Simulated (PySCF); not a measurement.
# MgCl₂: singlet, from a bent start

The task is one start of a wider search on MgCl₂: the singlet, from a bent start. It is relaxed, tested by its Hessian and followed downhill if it is a saddle.

Computed with PySCF 2.14.0. Level: B3LYP, basis Mg def2-TZVP, Cl def2-TZVP, no relativity, density fitting.

### Step 1. The starting structure

3 atoms, charge 0, spin multiplicity 1.

Bond lengths: Mg1–Cl2 2.380 Å, Mg1–Cl3 2.380 Å. Angles: Cl2–Mg1–Cl3 110.0°.

```xyz
3
charge 0 multiplicity 1
Mg    0.0000    0.0000    0.0000
Cl    1.9496    0.0000    1.3651
Cl   -1.9496    0.0000    1.3651
```

### Step 2. The SCF at the typed geometry

The steps below are one call of a driver around PySCF. For each, scf.py gives the equivalent set-up of the SCF; relaxations use the driver's own optimiser. After this first run the driver tries any further starts and a stability analysis.

scf.py

```python
from pyscf import gto, scf, dft
mol = gto.M(atom='''
Mg     0.000000     0.000000     0.000000
Cl     1.949600     0.000000     1.365100
Cl    -1.949600     0.000000     1.365100''',
    basis={'Mg': 'def2-TZVP', 'Cl': 'def2-TZVP'},
    charge=0, spin=0)
mf = dft.RKS(mol, xc='B3LYP')
mf.grids.atom_grid = (50, 194)
aux = {'Mg': 'def2-universal-JKFIT', 'Cl': 'def2-universal-JKFIT'}
mf = mf.density_fit(auxbasis=aux)
mf.conv_tol = 1e-08
mf.diis_space = 10
mf.max_cycle = 60
mf.init_guess = 'minao'
mf.verbose = 4
mf.kernel()
```

Command:

```console
OMP_NUM_THREADS=2 python axn.py task.json out
```

Standard output:

```text
init E= -1120.58727326671
  HOMO = -0.366368140619543  LUMO = -0.130649206287639  gap/eV = 6.41424
cycle= 1 E= -1120.58369524833  delta_E= 0.00358  |g|= 0.483  |ddm|=  1.7
  HOMO = -0.202614715635797  LUMO = -0.162040744574824  gap/eV = 1.10407
cycle= 2 E= -1120.40439890003  delta_E= 0.179  |g|= 0.921  |ddm|= 1.59
  HOMO = -0.283173233398819  LUMO = -0.144183469626253  gap/eV = 3.78210
cycle= 3 E= -1120.66841798278  delta_E= -0.264  |g|= 0.0395  |ddm|= 1.04
  HOMO = -0.285960572482204  LUMO = -0.149744353779941  gap/eV = 3.70663
cycle= 4 E= -1120.66861460004  delta_E= -0.000197  |g|= 0.0208  |ddm|= 0.0537
  HOMO = -0.285617912513222  LUMO = -0.147797378990607  gap/eV = 3.75029
cycle= 5 E= -1120.66873958056  delta_E= -0.000125  |g|= 0.00416  |ddm|= 0.0187
  HOMO = -0.286203899919043  LUMO = -0.1476662550401  gap/eV = 3.76980
cycle= 6 E= -1120.66874328346  delta_E= -3.7e-06  |g|= 0.000695  |ddm|= 0.00312
  HOMO = -0.286194000200662  LUMO = -0.147585566910593  gap/eV = 3.77173
cycle= 7 E= -1120.66874334338  delta_E= -5.99e-08  |g|= 0.000181  |ddm|= 0.000617
  HOMO = -0.286209567791201  LUMO = -0.147598144263682  gap/eV = 3.77181
cycle= 8 E= -1120.66874335067  delta_E= -7.29e-09  |g|= 4.05e-05  |ddm|= 0.000147
  HOMO = -0.286210105176322  LUMO = -0.147597793010235  gap/eV = 3.77183
Extra cycle  E= -1120.66874335076  delta_E= -8.64e-11  |g|= 3.67e-05  |ddm|= 5.24e-05
converged SCF energy = -1120.66874335076
```

This step, with its further starts and checks, ran for 5.3 s (2 threads of Arm Neoverse V2, shared host).

The test of internal stability found no lower closed-shell solution.

### Step 3. Bent start, singlet: relaxation

The program finds C2v symmetry in the start, which this walk keeps. The walk stops when the largest gradient is under 0.0003 Eh/bohr and the energy has settled too.

Changes to scf.py since step 2:

```diff
@@ -3,3 +3,3 @@
-Mg     0.000000     0.000000     0.000000
-Cl     1.949600     0.000000     1.365100
-Cl    -1.949600     0.000000     1.365100''',
+Mg     0.000000     0.000000    -1.016495
+Cl     1.949600     0.000000     0.348605
+Cl    -1.949600     0.000000     0.348605''',
@@ -15 +14,0 @@
-mf.init_guess = 'minao'
```

Steps of the walk:

```csv
step,energy (Eh),change (kJ/mol),largest symmetric gradient (Eh/bohr)
0,-1120.668743,0.00,0.05268
1,-1120.686551,-46.76,0.03585
2,-1120.700677,-83.84,0.01022
3,-1120.706483,-99.09,0.00945
4,-1120.709080,-105.90,0.00904
5,-1120.710100,-108.58,0.00464
6,-1120.710532,-109.72,0.00080
7,-1120.710564,-109.80,0.00091
8,-1120.710570,-109.82,0.00023
9,-1120.710570,-109.82,0.00000
```

The walk took 11 s.

Positions (Å) and forces (eV/Å) along the way:

```
step 0
Mg   0.000   0.000  -1.016   0.000   0.000   2.709
Cl   1.950   0.000   0.349  -0.975   0.000  -1.354
Cl  -1.950   0.000   0.349   0.975   0.000  -1.354
step 1
Mg   0.000   0.000  -0.856   0.000   0.000   1.843
Cl   1.990   0.000   0.268  -0.634   0.000  -0.922
Cl  -1.990   0.000   0.268   0.634   0.000  -0.922
step 5
Mg   0.000   0.000  -0.201   0.000   0.000   0.145
Cl   2.192   0.000  -0.059  -0.238   0.000  -0.072
Cl  -2.192   0.000  -0.059   0.238   0.000  -0.072
step 9
Mg   0.000   0.000  -0.106   0.000   0.000   0.000
Cl   2.177   0.000  -0.106   0.000   0.000   0.000
Cl  -2.177   0.000  -0.106   0.000   0.000   0.000
```

End point (D∞h, 9 steps, 109.8 kJ/mol gained): Mg–Cl 2.177 Å (×2); Cl–Mg–Cl 180.0°.

### Step 4. Vibrations and properties at this point

The point is checked on the finer grid, and tightened if its gradient asks for it. The Hessian and the dipole derivatives come from central differences of analytic gradients, with steps of 0.02 bohr.

Changes to scf.py since step 3:

```diff
@@ -3,3 +3,3 @@
-Mg     0.000000     0.000000    -1.016495
-Cl     1.949600     0.000000     0.348605
-Cl    -1.949600     0.000000     0.348605''',
+Mg     0.000000     0.000000     0.000000
+Cl     2.177323     0.000000     0.000000
+Cl    -2.177323     0.000000     0.000000''',
@@ -9 +9 @@
-mf.grids.atom_grid = (50, 194)
+mf.grids.atom_grid = (75, 302)
@@ -12 +12 @@
-mf.conv_tol = 1e-08
+mf.conv_tol = 1e-10
```

This SCF starts from the last density.

SCF at the final geometry:

```text
init E= -1120.71054105849
  HOMO = -0.320586316311419  LUMO = -0.0779009076703332  gap/eV = 6.60381
cycle= 1 E= -1120.71054105849  delta_E= -2.05e-12  |g|= 6.61e-07  |ddm|= 1e-06
  HOMO = -0.32058648730247  LUMO = -0.0779009509716602  gap/eV = 6.60381
Extra cycle  E= -1120.71054105849  delta_E= -2.27e-13  |g|= 7.25e-07  |ddm|= 1.12e-06
converged SCF energy = -1120.71054105849
```

The whole step took 12 s.

Geometry: D∞h; Mg–Cl 2.177 Å (×2); Cl–Mg–Cl 180.0°.

Harmonic modes (main isotopes):

```csv
symmetry,ω (cm⁻¹),IR (km/mol),μ (u)
πu,109,108,26.08
σg+,320,0.0,34.97
σu+,615,149,26.08
```

Every mode is real; the point is a minimum.

Properties at this point:

```
Dipole moment                                                   : 0.00 D
Highest occupied level                                          : -8.72 eV
Lowest empty level                                              : -2.12 eV
Rotational constants                                            : 0.05084 cm⁻¹
Zero-point energy                                               : 6.9 kJ/mol
Principal polarisabilities                                      : 36.8, 36.8, 57.9 bohr³
Atomisation energy without zero-point energy                    : 748 kJ/mol
Principal traceless quadrupole moments about the centre of mass : -16.30, 8.15, 8.15 D Å
Entropy at 298.15 K and 1 bar                                   : 271.9 J/(mol K)
Heat capacity Cp at 298.15 K                                    : 56.4 J/(mol K)
Enthalpy at 298.15 K above 0 K                                  : 13.88 kJ/mol
Rotational symmetry number                                      : 2
```

Charges (e) and bond orders:

| atom | Mulliken | Löwdin | polar tensor | Mayer order to Mg1 |
| --- | --- | --- | --- | --- |
| Mg1 | 0.84 | 0.01 | 1.21 | – |
| Cl2,3 | -0.42 | 0.00 | -0.61 | 0.99 |

Outer orbital energies (eV). occupied: -21.58, -21.48, -10.24, -9.54, -8.84, -8.84, -8.72, -8.72; empty: -2.12, -0.47, -0.47, 1.90.

Mulliken populations on Mg1: s 4.44, p 6.44, d 0.27.

### Step 5. Results

| quantity | value |
| --- | --- |
| minimum | singlet, D∞h |
| geometry | Mg–Cl 2.177 Å (×2); Cl–Mg–Cl 180.0° |
| wavenumbers (cm⁻¹) | 109 (πu), 320 (σg+), 615 (σu+) |
| dipole moment | 0.00 D |
| highest occupied, lowest empty level | -8.72, -2.12 eV |
| polar-tensor charge of Mg1 | +1.21 e |
| zero-point energy | 6.9 kJ/mol |
| entropy at 298.15 K | 271.9 J/(mol K) |
| atomisation energy (no zero-point energy) | 748 kJ/mol |

**Reading.** The bent start (C2v) ends in a minimum of D∞h symmetry. The strongest infrared band lies at 615 cm⁻¹ (σu+). Mg1 has a polar-tensor charge of +1.2 e (a dipole derivative, not a static charge), yet symmetry cancels the bond dipoles. Other starts or spin states, not run here, may lie lower.

The search up to here took 29 s.
